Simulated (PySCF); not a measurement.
Calculation: M06-2X/def2-TZVP // B3LYP-D3(BJ)/def2-TZVP in PySCF 2.14.0. Gas-phase values, no solvent. Excitations are Tamm–Dancoff values on a coarser integration grid. The basis has no diffuse functions, so Rydberg states are missing or too high.

Reference species (SMILES): `O=C` (neutral, multiplicity 1).

| Quantity | Result |
|---|---|
| T1 excitation (TDA) | 3.30 eV |
| HOMO–LUMO gap | 9.38 eV |
| S1 oscillator strength | 0.000 |

After one change: the T1 excitation (TDA) decreases by 0.73 eV; the HOMO–LUMO gap falls by 1.34 eV; the S1 oscillator strength is nearly the same.

### Question
What was changed between the two runs? The new species is one of these.
A. `O=[CH][GeH3]`
B. `O=CC(F)F` (O–C–C–F torsion 122°)
C. `N#CCC=O`
D. `CC(C)C=O` (C–C–C–O torsion 119°)

### Answer
A, `O=[CH][GeH3]`
